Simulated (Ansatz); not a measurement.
# MgNH2 radical: one structure at several levels

The atoms stand at a structure displaced at random from a GFN2-xTB minimum. How far do the functionals agree with CCSD(T) there?

Computed with Ansatz 0.2.0, Gaussian basis. Level: single points in def2-TZVPP.

Correlated methods freeze the cores. The outer core shell of Li, Na, Mg and K is correlated. Orbitals are unrestricted. B3LYP uses VWN-RPA correlation.

### 1 The starting structure

SMILES `[NH2][Mg]`, 4 atoms, charge 0, spin multiplicity 2.

Atoms are counted from 1 here; the program's logs count them from 0.

Bond lengths: N1–Mg2 2.011 Å, N1–H3 1.134 Å, N1–H4 0.983 Å. Angles: Mg2–N1–H3 108.3°, Mg2–N1–H4 130.9°, H3–N1–H4 102.8°.

Coordinates:

```xyz
4

N    -0.2439    0.2784   -0.0174
Mg    1.4832   -0.1509    0.9188
H    -0.9436   -0.6051    0.1050
H    -0.4210    0.5703   -0.9391
```

### 2 CCSD(T)/def2-TZVPP

run/in.yaml

```yaml
crystal:
  periodic: [false, false, false]
  atoms:
    - {symbol: N, position_ang: [-0.243900, 0.278400, -0.017400]}
    - {symbol: Mg, position_ang: [1.483200, -0.150900, 0.918800]}
    - {symbol: H, position_ang: [-0.943600, -0.605100, 0.105000]}
    - {symbol: H, position_ang: [-0.421000, 0.570300, -0.939100]}
basis:
  gaussian: {orbitals: def2-TZVPP}
magnetization: {spin_polarized: true, initial_magnetization: 1}
correlation: {method: ccsd_t}
scf: {omitted_lower_state_checks: [cluster_reference]}
output: {forces: true}
```

The command line of these runs was not kept.

### 3 PBE0-D4/def2-TZVPP

run/in.yaml, as its differences from that of step 2:

```diff
@@ -10,4 +10,3 @@
 magnetization: {spin_polarized: true, initial_magnetization: 1}
-correlation: {method: ccsd_t}
-scf: {omitted_lower_state_checks: [cluster_reference]}
-output: {forces: true}
+hamiltonian: {xc: pbe0, dispersion: d4}
+output: {forces: true, orbitals: {seedname: orbitals}}
```

### 4 wB97M-V/def2-TZVPP

run/in.yaml, as its differences from that of step 3:

```diff
@@ -10,3 +10,3 @@
 magnetization: {spin_polarized: true, initial_magnetization: 1}
-hamiltonian: {xc: pbe0, dispersion: d4}
-output: {forces: true, orbitals: {seedname: orbitals}}
+hamiltonian: {xc: {name: wB97M-V}}
+output: {forces: true}
```

### 5 r2SCAN-D4/def2-TZVPP

run/in.yaml, as its differences from that of step 4:

```diff
@@ -10,3 +10,3 @@
 magnetization: {spin_polarized: true, initial_magnetization: 1}
-hamiltonian: {xc: {name: wB97M-V}}
+hamiltonian: {xc: r2scan, dispersion: d4}
 output: {forces: true}
```

### 6 PBE-D4/def2-TZVPP

run/in.yaml, as its differences from that of step 5:

```diff
@@ -10,3 +10,3 @@
 magnetization: {spin_polarized: true, initial_magnetization: 1}
-hamiltonian: {xc: r2scan, dispersion: d4}
+hamiltonian: {xc: pbe, dispersion: d4}
 output: {forces: true}
```

### 7 B97M-V/def2-TZVPP

run/in.yaml, as its differences from that of step 6:

```diff
@@ -10,3 +10,3 @@
 magnetization: {spin_polarized: true, initial_magnetization: 1}
-hamiltonian: {xc: pbe, dispersion: d4}
+hamiltonian: {xc: {name: B97M-V}}
 output: {forces: true}
```

### 8 B3LYP-D4/def2-TZVPP

run/in.yaml, as its differences from that of step 7:

```diff
@@ -10,3 +10,3 @@
 magnetization: {spin_polarized: true, initial_magnetization: 1}
-hamiltonian: {xc: {name: B97M-V}}
+hamiltonian: {xc: {name: B3LYP}, dispersion: d4}
 output: {forces: true}
```

(Steps that only read results are left out.)

**Question.** What will these runs give? Wanted: energy less free atoms, CCSD(T)/def2-TZVPP; RMS force component; RMS force error; HOMO and LUMO, PBE0-D4; T1 diagnostic.

**Answer**, as computed:

| quantity | value |
| --- | --- |
| energy less free atoms, CCSD(T)/def2-TZVPP | -9.192 eV |
| RMS force component | 1.615 to 1.693 eV/Å over the methods |
| RMS force error | PBE0-D4 0.062, wB97M-V 0.068, r2SCAN-D4 0.017, PBE-D4 0.188, B97M-V 0.120, B3LYP-D4 0.064 eV/Å |
| HOMO and LUMO, PBE0-D4 | -5.21 and -2.40 eV |
| T1 diagnostic | 0.014 |

In words: Against CCSD(T) the functionals' energies less atoms differ by -0.809 to -0.292 eV, PBE-D4 by -0.809 eV. A larger basis would deepen the CCSD(T) value, while the functionals are nearly converged already, so the order here is not reliable. For forces r2SCAN-D4 does best and PBE-D4 worst. Frozen-core CCSD(T) forces in triple zeta carry basis errors of their own, and this is one geometry, so small gaps rank nothing.
